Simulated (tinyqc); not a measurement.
Inside a calculation. Method: geometry optimisation on the RHF/sto-6g surface (energies and gradients from PySCF), for HF, spin multiplicity 1. Computed by tinyqc, a small Python program that keeps every step (integrals from PySCF). Settings: charge = 0, multiplicity = 1, basis = sto-6g, optimiser = bfgs, first Hessian = 0.15, largest step = 0.5, iteration cap = 30. Command: `OMP_NUM_THREADS=1 python tinyqc.py 24851 24852 out.jsonl` (the two numbers bound the seeds that draw the settings). One thread of a shared host (Intel(R) Xeon(R) Processor @ 2.60GHz), about 1 s of CPU time with the checks.

## Step 1: energy and gradient

positions at the start (bohr):
```
         x       y       z
1F  0.0000  0.0000  0.0000
2H  0.0000  0.0000  1.6289
```

Self-consistent energy and analytic gradient at these positions.

energy = -99.488826 hartree

gradient (hartree/bohr):
```
           x         y          z
1F  0.000000  0.000000   0.163054
2H  0.000000  0.000000  -0.163054
```

## Step 1: move

Quasi-Newton step p = -H^(-1) g (first H = 0.15 times the unit matrix); steps longer than 0.5 bohr are cut back (factor 0.325 here).

positions after step 1 (bohr):
```
         x       y        z
1F  0.0000  0.0000  -0.3536
2H  0.0000  0.0000   1.9825
```

## Step 2: energy and gradient

As before.

energy = -99.440108 hartree

gradient (hartree/bohr):
```
           x         y          z
1F  0.000000  0.000000  -0.181083
2H  0.000000  0.000000   0.181083
```

## Step 2: move

inverse Hessian in use (bohr^2/hartree), lower triangle:
```
        1       2       3       4       5       6
1  6.6667
2  0.0000  6.6667
3  0.0000  0.0000  3.8470
4  0.0000  0.0000  0.0000  6.6667
5  0.0000  0.0000  0.0000  0.0000  6.6667
6  0.0000  0.0000  2.8197  0.0000  0.0000  3.8470
```

Quasi-Newton step p = -H^(-1) g (the inverse Hessian comes from BFGS updates; coordinates in the order x, y, z of each atom); steps longer than 0.5 bohr are cut back.

positions after step 2 (bohr):
```
         x       y        z
1F  0.0000  0.0000  -0.1675
2H  0.0000  0.0000   1.7965
```

## Step 3: energy and gradient

As before.

energy = -99.493925 hartree

gradient (hartree/bohr):
```
           x         y          z
1F  0.000000  0.000000  -0.089349
2H  0.000000  0.000000   0.089349
```

## Step 3: move

inverse Hessian in use (bohr^2/hartree), lower triangle:
```
        1       2       3       4       5       6
1  6.6667
2  0.0000  6.6667
3  0.0000  0.0000  4.3473
4  0.0000  0.0000  0.0000  6.6667
5  0.0000  0.0000  0.0000  0.0000  6.6667
6  0.0000  0.0000  2.3193  0.0000  0.0000  4.3473
```

As before.

positions after step 3 (bohr):
```
         x       y       z
1F  0.0000  0.0000  0.0137
2H  0.0000  0.0000  1.6153
```

## Convergence

Stop when the largest gradient component is below 3e-5 hartree/bohr. The inverse Hessian follows the BFGS update with s = step, y = change of gradient.

Course of the optimisation:
```
step  E (hartree)  largest gradient (hartree/bohr)
1      -99.488826                         1.63e-01
2      -99.440108                         1.81e-01
3      -99.493925                         8.93e-02
4      -99.483893                         1.98e-01
5      -99.500934                         3.17e-02
6      -99.501652                         9.62e-03
7      -99.501719                         7.64e-04
8      -99.501719                         1.66e-05
```

Final distances (angstrom):
```
pair   distance
2H-1F    0.9541
```

Converged in 8 steps.
